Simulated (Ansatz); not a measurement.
# SiCl2 (SMILES Cl[Si]Cl) at BCCD(T)/cc-pVTZ

Aim: the vertical singlet–triplet gap of SiCl2 at BCCD(T)/cc-pVTZ, from 2 runs. 

Program for the calculation: Ansatz 0.2.0.

37 further runs of the same task are left out: 1 that didn't finish, 36 set aside as unsound or not needed.

### Step 1. The system as given

The species is SiCl2 (3 atoms), meant as a singlet with charge 0. SMILES: `Cl[Si]Cl`. The shape is that of a PBE0-D4/def2-TZVP optimisation.

Bond lengths: Cl1–Si2 2.077 Å, Si2–Cl3 2.077 Å. Angles: Cl1–Si2–Cl3 101.3°.

### Step 2. A single-point energy at BCCD(T)/cc-pVTZ

job.yaml reads:

```yaml
crystal:
  periodic: [false, false, false]
  atoms:
    - {symbol: Cl, position_ang: [0.293800, 1.603800, 0.338000]}
    - {symbol: Si, position_ang: [-0.770100, -0.010400, -0.422000]}
    - {symbol: Cl, position_ang: [0.476300, -1.593400, 0.084000]}
basis:
  gaussian: {orbitals: cc-pVTZ}
scf: {omitted_lower_state_checks: [cluster_reference, increment]}
correlation: {method: bccd_t, frozen_orbitals: {Cl: 5, Si: 5}}
accuracy: high
```

Run with:

```sh
$ ansatz run job.yaml --threads 1 --pin off --max-ram 3480MiB --events-out events.jsonl --progress --plain --runs-dir runs
```

The log of the run, shortened:

```text
Warning: RAYON_NUM_THREADS=1 ignored (pool sized by the plan → 1); use --threads N
Functional definition: HF
  name "HF"
[...]
1569 factors; integrals over basis functions are off by at most 3.2e-9 eV
[...]
mean field -32872.85698031 eV, -1208.0552120036 hartree, gradient 6.6e-8 eV, S^2 0.000000; 0 other end points of the search recorded, 0 dependent functions left out; unrestricted orbitals would lower it
15 core orbitals not correlated: weight in the atoms' cores, before any rotation towards them, 1.000 or more for the frozen orbitals, at most 0.000 for the correlated occupied ones
reference -32872.85698031 eV, -1208.0552120036 hartree; 9, 9 occupied and 78, 78 virtual orbitals, 1569 factors
second order -12.79692752 eV of doubles, -0.00000000 eV of singles
cycle   1  -13.48455132 eV  change   -6.9e-1 eV  update   8.3e-2
[...]
cycle  21  -13.83530954 eV  change  -6.1e-12 eV  update  8.9e-10
perturbative correction -0.65333650 eV, -0.0240096737 hartree
Total energy: -32887.34562635 eV, -1208.5876599250 hartree
Checks for a lower state left out: cluster_reference, increment
```

Run time: 13 s. Hardware: 1 thread of Arm Neoverse V1, shared host; peak memory 0.62 GiB.

### Step 3. The triplet, same level

in.yaml reads:

```yaml
crystal:
  periodic: [false, false, false]
  atoms:
    - {symbol: Cl, position_ang: [0.293800, 1.603800, 0.338000]}
    - {symbol: Si, position_ang: [-0.770100, -0.010400, -0.422000]}
    - {symbol: Cl, position_ang: [0.476300, -1.593400, 0.084000]}
basis:
  gaussian: {orbitals: cc-pVTZ}
magnetization: {spin_polarized: true, initial_magnetization: 2}
correlation: {method: bccd_t, frozen_orbitals: {Cl: 5, Si: 5}}
accuracy: high
scf: {omitted_lower_state_checks: [cluster_reference, increment]}
```

Run with:

```sh
$ ansatz run in.yaml --threads 1 --pin off --max-ram 3480MiB --events-out events.jsonl --progress --plain --runs-dir runs
```

The log of the run, shortened:

```text
Warning: RAYON_NUM_THREADS=1 ignored (pool sized by the plan → 1); use --threads N
[... 2 set-up lines as earlier in the session ...]
[...]
1569 factors; integrals over basis functions are off by at most 3.2e-9 eV
[...]
mean field -32871.17919580 eV, -1207.9935545603 hartree, gradient 5.1e-8 eV, S^2 2.006994; 0 other end points of the search recorded, 0 dependent functions left out
15 core orbitals not correlated: weight in the atoms' cores, before any rotation towards them, 1.000 or more for the frozen orbitals, at most 0.000 for the correlated occupied ones
reference -32871.17919580 eV, -1207.9935545603 hartree; 10, 8 occupied and 77, 79 virtual orbitals, 1569 factors
second order -12.08311062 eV of doubles, -0.00000000 eV of singles
cycle   1  -12.76567719 eV  change   -6.8e-1 eV  update   7.5e-2
[...]
cycle  24  -13.08751437 eV  change   6.2e-10 eV  update   1.4e-9
perturbative correction -0.60589012 eV, -0.0222660511 hartree
Total energy: -32884.87260029 eV, -1208.4967778934 hartree
Checks for a lower state left out: cluster_reference, increment
```

Wall time 37 s (1 thread of Arm Neoverse V1, shared host); peak memory 1.2 GiB.

### Step 4. Summary of results

At BCCD(T)/cc-pVTZ, 15 core orbitals frozen:

```
                                             quantity           value
                                singlet: total energy  -1208.58766 Eh
singlet: correlation energy (15 core orbitals frozen)      -532.4 mEh
                              singlet: (T) correction      -24.01 mEh
                                triplet: total energy  -1208.49678 Eh
triplet: correlation energy (15 core orbitals frozen)      -503.2 mEh
                              triplet: (T) correction      -22.27 mEh
           triplet: ⟨S²⟩ of the reference determinant           2.007
     vertical energy of the triplet above the singlet        2.473 eV
```

At this shape the triplet lies 2.47 eV (239 kJ/mol) above the singlet. The restricted solution (singlet) is unstable to spin breaking: an unrestricted one lies lower. The triples (singlet) make up 4.5 % of the correlation energy. The triples (triplet) make up 4.4 % of the correlation energy.
